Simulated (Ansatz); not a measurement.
**The cluster GaP2−: geometry, orbitals and charge**

Aim: characterise the cluster GaP2− as a singlet: its structure, frontier levels and distribution of charge.

The runs use Ansatz 0.2.0, Gaussian basis; RKS PBE0-D4/def2-TZVPD.

The runs, in order: relaxation at r2SCAN-D4/def2-TZVPD; a search for the lowest solution at PBE0-D4/def2-SVP; a single point at PBE0-D4/def2-TZVPD.

1 further run of the same task is left out (set aside as unsound or not needed). Runs told in other sessions of the task aren't counted.

## 1. The starting structure

3 atoms, charge -1, spin multiplicity 1.

Atoms are counted from 1 here; the program's logs count them from 0.

Bond lengths: Ga1–P2 2.459 Å, Ga1–P3 2.458 Å, P2–P3 2.058 Å. Angles: P2–Ga1–P3 49.5°, Ga1–P2–P3 65.2°, Ga1–P3–P2 65.3°.

Coordinates:

```xyz
3
charge -1, multiplicity 1
Ga    0.3189   -0.9075    1.1360
P     0.8202    0.7680   -0.5923
P    -1.1390    0.1394   -0.5437
```

The ion is computed in the gas phase, without counter-ions or solvent.

The start is a GFN2-xTB geometry.

## 2. Optimising with r2SCAN-D4/def2-TZVPD

in.yaml

```yaml
crystal:
  periodic: [false, false, false]
  atoms:
    - {symbol: Ga, position_ang: [0.318870, -0.907460, 1.135970]}
    - {symbol: P, position_ang: [0.820150, 0.768020, -0.592290]}
    - {symbol: P, position_ang: [-1.139020, 0.139440, -0.543680]}
basis:
  gaussian: {orbitals: def2-TZVPD}
total_charge: -1
hamiltonian: {xc: r2scan, dispersion: d4}
scf: {lower_state_search: "off"}
output: {orbitals: {seedname: orbitals}}
relax: {f_tol: 0.02, max_steps: 100}
```

On the command line:

```sh
$ ansatz run in.yaml --threads 4 --pin off --events-out ev --progress --plain --max-ram 3916MiB
```

The runs that follow: Searching for the lowest solution, PBE0-D4/def2-SVP; Single point, PBE0-D4/def2-TZVPD.

Before running them: what should the planned runs give, taken together? Wanted: point group; commonest bond; HOMO, LUMO at PBE0-D4/def2-TZVPD.

As calculated:

```
                        quantity                           value
                     point group                             C2v
                  commonest bond  Ga–P, 2 of mean length 2.445 Å
HOMO, LUMO at PBE0-D4/def2-TZVPD                  -0.24, 2.14 eV
```

**Reading.** The molecule keeps its bonding pattern by the stored test; the atoms moved 0.01 Å (rms). No usable vibrations, so a minimum isn't proven. Whether this spin is the lowest isn't tested here.

The anion's highest level is positive in at least one run, so there the basis alone may hold the extra electron.
